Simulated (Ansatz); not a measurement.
**OSi (charge +1): geometry optimisation**

What geometry does OSi (charge +1) take? A script is to give a geometry optimisation; the system is OSi (charge +1). SMILES: [Si+]=O.

Computed with the Python package of Ansatz 0.2.0. Level of theory: B3LYP/def2-SVP.

## Step 1: The system

Bond lengths: Si1–O2 1.531 Å.

The script holds or builds the structure itself.

## Step 2: The code

File opt_osi.py:

```python
'''Minimum-energy structure of OSi(+).'''

import itertools

import ansatz as az
from ase.data import atomic_numbers, covalent_radii
import numpy as np

geometry_ang = [
    ('Si', (0.7656, 0.0, 0.0)),
    ('O', (-0.7656, 0.0, 0.0)),
]
system = az.Crystal.molecule()
for symbol, xyz in geometry_ang:
    system = system.atom(symbol, xyz)

calculation = system.calculation().basis(gaussian='def2-SVP').functional('B3LYP').charge(1).spin('collinear', total=1)
symbols = [site.symbol for site in system.cartesian_sites]
start = np.array([site.position_ang for site in system.cartesian_sites], dtype=float)
def progress(event):
    if event['event'] == 'relax_step':
        row = event['data']
        print(f'step {row["step"]:3d}  E = {row["lagrangian_ev"]:.6f} eV  largest force component {row["allowed_force_max_ev_ang"]:.4f} eV/A')


summary = calculation.relax(force_tolerance=0.01).session().plan().execute(on_event=progress).report
end = np.array(summary['positions_ang'])

for key in ('converged', 'free_energy_ev', 'reference_energy_ev', 'n_frozen', 'n_occupied', 'n_virtual'):
    print(f'{key:22s} {summary[key]}')

# pairs closer than 1.2 times the sum of covalent radii, before or after
radius = [covalent_radii[atomic_numbers[s]] for s in symbols]
span = lambda where, i, j: np.linalg.norm(where[i] - where[j])
bonded = [(i, j) for i, j in itertools.combinations(range(len(symbols)), 2) if min(span(start, i, j), span(end, i, j)) < 1.2 * (radius[i] + radius[j])]
print('pair        before    after (A)')
for i, j in bonded:
    print(f'{symbols[i]}{i}-{symbols[j]}{j}'.ljust(10), f'{span(start, i, j):8.4f} {span(end, i, j):8.4f}')
with open('osi_opt.xyz', 'w') as handle:
    handle.write(f'{len(symbols)}\nrelaxed OSi(+)\n')
    handle.writelines(f'{s:2s} {x:11.6f} {y:11.6f} {z:11.6f}\n' for s, (x, y, z) in zip(symbols, end))
```

## Step 3: The calls as engine input

The package turns the script's settings into the engine's input:

```yaml
crystal:
  periodic: [false, false, false]
  atoms:
    - { symbol: Si, position_ang: [0.7656, 0.0, 0.0] }
    - { symbol: O, position_ang: [-0.7656, 0.0, 0.0] }
basis:
  gaussian:
    orbitals: def2-SVP
hamiltonian:
  xc: b3lyp
magnetization:
  spin_polarized: true
  initial_magnetization: 1.0
total_charge: 1.0
relax:
  f_tol: 0.01
```

## Step 4: Running it

On the command line:

```console
> python opt_osi.py
```

Q: Predict the main results. Wanted: total energy; <S²> of the mean field; moves of the relaxation; energy gained; last largest force component.

As calculated:

```
                           quantity          value
                       total energy  -9909.4347 eV
<S²> of the mean field (pure state)   0.759 (0.75)
            moves of the relaxation              2
                      energy gained       0.003 eV
       last largest force component    0.0073 eV/Å
```

**Reading.** The relaxation took 2 moves; the largest shift is 0.005 Å. The start was already close to the minimum. Caveats:
- The end point is the stationary point reached from this start; no frequency run checks that it is a minimum, and the basis set is modest.
- The run takes the species as open-shell (spin multiplicity 2), which needn't be its ground state.
- b3lyp holds the VWN-RPA fit, as in Gaussian; the form of ORCA and Turbomole is b3lyp5.
- The spin state was assumed, and another may lie lower.
